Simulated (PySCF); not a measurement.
Compound: CHF2CN, C2HF2N.
InChI=1S/C2HF2N/c3-2(4)1-5/h2H

Theory: wB97X-D/def2-SVPD in PySCF (dipole) on a GFN2-xTB geometry, gas phase.

Masses are those of the commonest isotopes; rigid-rotor values at the optimised geometry. 

Task: Give the principal moments of inertia and the rotational constants in MHz.

Result: Ia = 50.11, Ib = 123.08, Ic = 162.99 u·Å²; 505379 MHz·u·Å²/I gives A = 10085, B = 4106, C = 3101 MHz.

Task: Classify the top.

Result: An asymmetric top; Ray's κ = -0.712.

Task: Is it planar, by Δ = Ic − Ia − Ib?

Result: Not planar: Δ = Ic − Ia − Ib = -10.21 u·Å². For a rigid frame Δ = −2 Σ m c², so Σ m c² = 5.10 u·Å² lies off the ab plane: 2.20 from hydrogen and 2.90 from heavier atoms. The atom farthest from that plane is 1.48 Å away.

Task: Give the other two planar moments, Paa and Pbb, and the rms extents of the mass along the axes.

Result: Paa = Σ m a² = (Ib + Ic − Ia)/2 = 117.98 and Pbb = Σ m b² = (Ia + Ic − Ib)/2 = 45.01 u·Å². With the mass M = 77.01 u, the rms extents √(P/M) along a, b and c are 1.24, 0.76, 0.26 Å.

Task: Give the coordinates in the principal-axis frame, origin at the centre of mass.

Result: The sense of each axis is arbitrary; atoms in the order of the calculation.
```tsv
atom	mass (u)	a (Å)	b (Å)	c (Å)
N1	14.003	2.164	0.000	-0.127
C2	12.000	1.045	0.001	0.090
C3	12.000	-0.391	0.000	0.387
F4	18.998	-0.989	1.088	-0.143
F5	18.998	-0.989	-1.089	-0.143
H6	1.008	-0.566	-0.001	1.479
```

Task: List the rotational levels J(Ka,Kc) to J = 4 (K).

Result: Above 0(0,0), as E/k:
J = 1: 1(0,1) 0.346, 1(1,1) 0.633, 1(1,0) 0.681
J = 2: 2(0,2) 1.032, 2(1,2) 1.276, 2(1,1) 1.421, 2(2,1) 2.282, 2(2,0) 2.287
J = 3: 3(0,3) 2.048, 3(1,3) 2.238, 3(1,2) 2.527, 3(2,2) 3.319, 3(2,1) 3.347, 3(3,1) 4.878, 3(3,0) 4.878
J = 4: 4(0,4) 3.379, 4(1,4) 3.515, 4(1,3) 3.995, 4(2,3) 4.699, 4(2,2) 4.778, 4(3,2) 6.272, 4(3,1) 6.274, 4(4,1) 8.440, 4(4,0) 8.440
The levels of one J sum to (2J + 1)J(J + 1)(A + B + C)/3.

Task: Which lines would a microwave search look for?

Result: The dipole components are |μa| = 1.56 D, |μb| = 0.00 D, |μc| = 1.86 D; the mirror of this Cs structure is the ac plane, so μb vanishes by symmetry and there are no b-type lines. Intensities carry the squares of the components, which stand as 0.70 : 1.00 (a : c). Some lines, for components of 0.1 D or more:

```json
{"type": "a", "branch": "Q", "J(Ka,Kc)": "1(1,0) ← 1(1,1)", "MHz": "1005", "lower level (cm⁻¹)": "0.440"}
{"type": "a", "branch": "Q", "J(Ka,Kc)": "2(1,1) ← 2(1,2)", "MHz": "3016", "lower level (cm⁻¹)": "0.887"}
{"type": "c", "branch": "Q", "J(Ka,Kc)": "2(1,2) ← 2(0,2)", "MHz": "5090", "lower level (cm⁻¹)": "0.717"}
{"type": "c", "branch": "Q", "J(Ka,Kc)": "1(1,1) ← 1(0,1)", "MHz": "5979", "lower level (cm⁻¹)": "0.240"}
{"type": "a", "branch": "R", "J(Ka,Kc)": "1(0,1) ← 0(0,0)", "MHz": "7207", "lower level (cm⁻¹)": "0.000"}
{"type": "a", "branch": "R", "J(Ka,Kc)": "2(1,2) ← 1(1,1)", "MHz": "13408", "lower level (cm⁻¹)": "0.440"}
{"type": "c", "branch": "R", "J(Ka,Kc)": "1(1,0) ← 0(0,0)", "MHz": "14191", "lower level (cm⁻¹)": "0.000"}
{"type": "a", "branch": "R", "J(Ka,Kc)": "2(0,2) ← 1(0,1)", "MHz": "14297", "lower level (cm⁻¹)": "0.240"}
{"type": "a", "branch": "R", "J(Ka,Kc)": "2(1,1) ← 1(1,0)", "MHz": "15419", "lower level (cm⁻¹)": "0.473"}
{"type": "c", "branch": "Q", "J(Ka,Kc)": "2(2,1) ← 2(1,1)", "MHz": "17936", "lower level (cm⁻¹)": "0.988"}
{"type": "c", "branch": "R", "J(Ka,Kc)": "2(1,1) ← 1(0,1)", "MHz": "22403", "lower level (cm⁻¹)": "0.240"}
{"type": "c", "branch": "R", "J(Ka,Kc)": "2(2,0) ← 1(1,0)", "MHz": "33471", "lower level (cm⁻¹)": "0.473"}
{"type": "c", "branch": "R", "J(Ka,Kc)": "2(2,1) ← 1(1,1)", "MHz": "34360", "lower level (cm⁻¹)": "0.440"}
```

Task: Estimate the classical rotational partition function at 10 K, 50 K and 200 K.

Result: Point group Cs, symmetry number σ = 1; q = (√π/σ)·√((kT/h)³/(ABC)), k/h = 20836.6 MHz/K: 470 at 10 K, 5260 at 50 K, 42100 at 200 K.

No frequency check. No vibrational averaging or centrifugal distortion is included, and the geometry carries the error of its method. Quadrupole hyperfine structure (14N) is left out.
